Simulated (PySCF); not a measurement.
Species: C2H3NO (charge -1 and doublet state).
Z-matrix (Å and degrees, PBE0-D3(BJ)/def2-SVP geometry), rows numbered from 1:
```
N 
C   1  1.3362
C   2  1.4191  1  124.60
O   3  1.2575  2  127.14  1  -179.94
H   1  1.0253  2  107.09  3  -179.93
H   2  1.1131  1  122.69  3  -179.98
H   3  1.1299  2  112.34  1     0.05
```

The hyperfine couplings belong to this conformer and change with its torsions.

As a line formula: `[H]/N=C/[CH][O-]` [radical] (charge -1).

Computed with UKS B3LYP, IGLO-III on C N O, pcH-1 on H, non-relativistic, mean-field spin-orbit, GIAO in PySCF. Whether the extra electron is bound in the gas phase wasn't checked; a finite basis holds it in any case. No stability test was run, so a lower SCF solution isn't excluded.

Q: Break the g tensor into its mass correction, gauge correction and orbital-Zeeman/spin–orbit terms.

A: 
```json
{"Δg (ppm)": "relativistic mass correction", "1": "-230", "2": "-230", "3": "-230"}
{"Δg (ppm)": "gauge correction", "1": "-5", "2": "46", "3": "47"}
{"Δg (ppm)": "orbital Zeeman/spin–orbit", "1": "11", "2": "2630", "3": "4404"}
{"Δg (ppm)": "total", "1": "-223", "2": "2446", "3": "4220"}
```

So g = 2.00210, 2.00477, 2.00654 and g_iso = 2.00447; the tensor is rhombic: the two nearest values differ by 40 % of g3 − g1. Axes: g1 is normal to the molecular plane and g2 points within 7° of the C3–H7 bond.

Q: What effective moment and Curie constant follow for a powder?

A: With the mean of g² = 4.0179 and S(S+1) = 0.75: μ_eff = √(⟨g²⟩S(S+1)) = 1.736 μB and χT = 0.12505·⟨g²⟩·S(S+1) = 0.377 cm³ K/mol (cgs; spin-Hamiltonian part alone).

Q: What are the electron Larmor frequencies g μB B/h along the three axes at 3350 mT?

A: 93.8731, 93.9983, 94.0815 GHz for g1, g2 and g3, a range of 208.4 MHz.

Q: In a frozen sample, at which fields do the three g values resonate at 9.5, 34, 94 and 263 GHz (hyperfine left aside), and which band first spreads them over more than twice a line width of 1.0 mT?

A: 
| band | GHz | B(g3) mT | B(g2) mT | B(g1) mT | spread mT |
| --- | --- | --- | --- | --- | --- |
| X | 9.5 | 338.27 | 338.57 | 339.02 | 0.75 |
| Q | 34.0 | 1210.65 | 1211.72 | 1213.34 | 2.69 |
| W | 94.0 | 3347.10 | 3350.06 | 3354.53 | 7.43 |
| J | 263.0 | 9364.76 | 9373.04 | 9385.54 | 20.79 |

The spread grows in proportion to the frequency. Q band is the first where it exceeds 2.0 mT.

The Mulliken spin populations are largest on N1 (+0.43), O4 (+0.26), C3 (+0.25) and C2 (+0.11). Three atoms exceed +0.15.

The HOMO–LUMO gaps are 3.93 eV among the α and 4.97 eV among the β orbitals.

The SMILES draws the unpaired electron on C3; the largest computed Mulliken spin population is on N1 (0.43 against 0.25).
